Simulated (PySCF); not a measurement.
Simulated C 1s region for `CC#P` (C2H3P), binding energy against the vacuum level.

Every computed line was given a Gaussian of 0.8 eV full width at half maximum and an area set by the number of equivalent atoms; the highest printed point is 100. Method used: delta-SCF UKS SCAN, pcX-2 on the ionised atom, pcseg-1 elsewhere, spin-free X2C in PySCF 2.14.0.

```csv
binding energy (eV),intensity
289.6,0
289.7,1
289.8,1
289.9,3
290.0,7
290.1,13
290.2,22
290.3,35
290.4,51
290.5,68
290.6,84
290.7,95
290.8,100
290.9,99
291.0,93
291.1,87
291.2,83
291.3,84
291.4,89
291.5,96
291.6,100
291.7,99
291.8,91
291.9,77
292.0,60
292.1,43
292.2,28
292.3,17
292.4,10
292.5,5
292.6,2
292.7,1
292.8,0
```

Q: How many maxima does the curve show, and how many computed lines lie under it?

A: The curve has 2 maxima (at 290.8 and 291.6 eV). Under it lie 2 lines from 2 inequivalent carbon sites.

Q: Decompose the envelope and assign each component. Numbering: `[CH3:1][C:2]#[P:3]`.

A: 
```
position (eV)  relative area  line  atoms           environment
       290.79              1  C 1s     C2  triply bonded carbon
       291.67              1  C 1s     C1         methyl carbon
```

Q: Above which line width would these two lines show one maximum?

A: Two equal Gaussians merge once their distance is under 2σ = FWHM/1.177. With 0.88 eV between them that is a full width over 1.04 eV.

Lowest listed C 1s: C2, bonded to C and P (triple bond). Highest, 0.88 eV above it: C1, bonded to C and 3 H. Summing the Pauling electronegativity differences to the bonded atoms, each weighted by its formal bond order, gives -1.08 for the lowest site and -1.05 for the highest.

The curve has no shake-up lines and no vibrational structure. The unrestricted hole states depart most from a pure doublet (⟨S²⟩ = 0.75; over 0.85 named) for C 1s of C2 (1.00), which makes this value less certain. Isolated species at its PBE0-D3(BJ)/def2-SVP geometry, gas phase.
